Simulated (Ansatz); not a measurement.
Molecule: singlet methylene, CH2, charge 0, multiplicity 1. 
Structure (B3LYP-D3(BJ)/def2-TZVP (Ansatz, an electronic-structure program) minimum search):
```xyz
3

C      0.0073     0.0003     0.1749
H     -0.0104     0.8611    -0.5267
H     -0.0333    -0.8629    -0.5227
```
Charge 0, spin multiplicity 1.

Computed values are from Ansatz. Correlated levels leave the core frozen unless marked. UHF or UKS for open shells. Spin-orbit coupling is left out. Non-relativistic. CBS marks a two-point X^-3 extrapolation of the correlation energy; Hartree-Fock from the larger set (for Q and 5 zeta extrapolated as (X+1)exp(-9√X)).

The atomisation energy De is 756.1 kJ/mol at CCSD(T)/CBS(cc-pVQZ,cc-pV5Z) and the vertical ionisation energy (to the doublet) is 10.61 eV at CCSD(T)/CBS(aug-cc-pVTZ,aug-cc-pVQZ). The vertical electron affinity (to the doublet; negative means unbound) is 0.92 eV at CCSD(T)/CBS(def2-TZVPPD,def2-QZVPPD), the vertical triplet-singlet gap comes out as 0.08 eV at CCSD(T)/CBS(aug-cc-pVTZ,aug-cc-pVQZ) and the total energy comes out as -39.0777 Eh at CCSD(T)/CBS(cc-pVQZ,cc-pV5Z). The dipole moment is 1.66 D at CCSD(T)/aug-cc-pVDZ. The T1 diagnostic is 0.009 at CCSD/cc-pV5Z. The measured enthalpy of formation, 298 K is 430.1 kJ/mol (G2/97 table in ASE (Curtiss et al.); older table, unchecked).

The Hartree-Fock reference is unstable (checked in the largest basis), which strains HF and MP2.
